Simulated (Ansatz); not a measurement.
Rock-salt SnTe (cubic form, which distorts at low temperature), treated with r²SCAN0 (PAW; Ansatz, a program for electronic structure).

Run with plane-wave cutoff 520 eV, 8×8×8 k mesh, Fermi–Dirac smearing 0.01 eV, scalar-relativistic PAW data made under PBE.

Computed at the level's own relaxed cell.

What does this level give for the equilibrium lattice constant a, Γ–Γ gap, pressure derivative B′ of the bulk modulus and equilibrium volume per atom?


- equilibrium lattice constant a = 6.354 Å
- Γ–Γ gap = 7.28 eV
- pressure derivative B′ of the bulk modulus = 4.3
- equilibrium volume per atom = 32.07 Å³/atom

Measured, for comparison: lattice constant a 6.316 Å, equilibrium volume per atom 31.50 Å³/atom (room temperature, no zero-point or thermal correction; as tabulated in Maiti et al. (2022), arXiv:2109.01420). Computed (rounded) less measured: lattice constant a +0.6 %, equilibrium volume per atom +1.8 %.

Note: symmetry holds this phase in the static calculation, where it need not be a minimum.

Spin–orbit coupling is not included; with these elements it can move the gap by several tenths of an eV or more.

Computed values are for the static lattice.

The result took about 30 core-minutes (a rough figure).
